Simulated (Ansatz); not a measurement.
A made-up structure of MgAlNH$_{3}$, doublet:

```xyz
6
angstrom
N -0.7480 0.4791 -0.7557
Al 0.5076 -0.0701 0.6932
Mg 1.8252 -2.9522 0.5819
H -1.2680 1.4806 -0.8078
H -1.0446 -0.1563 -1.6393
H 0.7278 1.2188 1.9278
```

It is relaxed with PBE-D4/def2-SVP and then PBE0-D4/def2-TZVP (Ansatz 0.2.0). Atoms count as bonded within 1.22 times the sum of their covalent radii (H–H: 0.88 Å). The end point is not checked to be a true minimum.

Q: Does its bonding change? (A judgement: the text doesn't fix the answer.)

A: By the calculation: No: no bond forms or breaks.

Where it ends: The first stage lowers the energy by 0.92 eV in 6 steps. It ends as MgAlNH₃ ([NH2][AlH][Mg]):
N1  (-0.668, 0.427, -0.675)
Al2  (0.453, -0.062, 0.620)
Mg3  (1.629, -2.636, 0.518)
H4  (-1.132, 1.322, -0.722)
H5  (-0.932, -0.140, -1.463)
H6  (0.650, 1.089, 1.721)
(Å)

Labels in which every atom is bracketed show which atoms are joined, not bond orders.

For scale, one of the runs: PBE0-D4/def2-TZVP relaxation, 118 basis functions, launched by `ansatz run in.yaml --threads 2 --pin off --events-out ev --progress --plain --max-ram 4352MiB`. Hardware: 2 CPU threads of an Arm Neoverse V1, shared host. Wall time about 27 s.
